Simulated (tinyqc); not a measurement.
Ways to converge the cycle: SCF convergence aids in the sto-3g basis, for LiH, spin multiplicity 3. Computed by the program tinyqc with PySCF. UHF with one setting changed at a time; a run stops when the energy changes by less than 1e-09 hartree and the error matrix is below 1e-5. The start is the Wolfsberg-Helmholz matrix. Damping d keeps d of the old density; a shift (hartree) raises the virtual levels; DIIS n extrapolates F over n matrices.

Geometry (angstrom):
```
atom       x       y       z
Li    0.0000  0.0000  0.0000
H     0.0000  0.0000  2.4550
```

lowest solution found by these runs and by PySCF with stability checks = -7.777720 hartree

Largest element of the error matrix X^T (FDS - SDF) X:
```
iteration    plain  damping 0.3  damping 0.6  shift 0.4   DIIS 3   DIIS 8
1          1.6e-01      1.6e-01      1.6e-01    1.6e-01  1.6e-01  1.6e-01
2          6.0e-02      9.2e-02      1.2e-01    1.0e-01  6.0e-02  6.0e-02
3          2.1e-02      5.0e-02      9.1e-02    6.1e-02  6.3e-03  6.3e-03
4          7.7e-03      2.7e-02      6.8e-02    3.5e-02  4.0e-04  4.0e-04
5          2.9e-03      1.5e-02      5.0e-02    2.1e-02  2.8e-05  3.2e-05
6          1.2e-03      8.3e-03      3.7e-02    1.2e-02  2.4e-06  9.7e-07
8          1.9e-04      2.6e-03      2.0e-02    4.1e-03        -        -
10         3.2e-05      8.2e-04      1.1e-02    1.7e-03        -        -
14               -      9.4e-05      3.5e-03    2.9e-04        -        -
20               -      3.8e-06      6.1e-04    2.0e-05        -        -
30               -            -      3.8e-05          -        -        -
```

How each run ends:
```
run          iterations  E (hartree)   state
plain                12    -7.708145  higher
damping 0.3          20    -7.708145  higher
damping 0.6          39    -7.708145  higher
shift 0.4            22    -7.708145  higher
DIIS 3                7    -7.708145  higher
DIIS 8                7    -7.708145  higher
```

What does the comparison show, and why?

No run reaches the lowest solution found. Ending on a higher stationary point: plain, damping 0.3, damping 0.6, shift 0.4, DIIS 3, DIIS 8; a small error matrix cannot reveal that, and an occupation fixed by the start is kept by symmetry or by the shape of the basin. Plain steps already contract here, so damping only slows them. DIIS 3 and DIIS 8 gain by cancelling the error over several earlier matrices, much as a quasi-Newton step does.
